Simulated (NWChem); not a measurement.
# Basis-set convergence for hydrogen isocyanide (CHN)

SMILES: [NH+]#[C-]
```xyz
3

C      0.0000     0.0000     0.7411
N      0.0000     0.0000    -0.4304
H      0.0000     0.0000    -1.4339
```
Charge 0, spin multiplicity 1.

The numbers come from NWChem runs, not from measurements. Structure: optimised with PBE0/def2-SVP, a minimum by its harmonic frequencies.

Quantity: LUMO energy at the level B3LYP.

B3LYP has NWChem's definition, with VWN1-RPA local correlation. The Pople sets run with spherical d functions.

```tsv
basis	functions	LUMO energy (eV)
3-21G	20	1.06
6-31+G*	38	-0.01
6-311G**	42	0.39
def2-SVPD	48	0.03
6-311++G**	51	-0.40
def2-TZVP	68	0.08
cc-pVTZ	74	0.20
pcseg-2	74	-0.01
aug-cc-pVTZ	115	-0.48
cc-pVQZ	140	0.05
```

Smallest basis within 0.2 eV of cc-pVQZ, the largest set run: 6-31+G*, with 38 functions against 140 (also within reach: def2-SVPD, def2-TZVP, cc-pVTZ, pcseg-2). cc-pVQZ isn't the basis-set limit itself, and a small set can land close by cancellation.

This LUMO lies above zero in the largest set, so its value hangs on the diffuse functions.
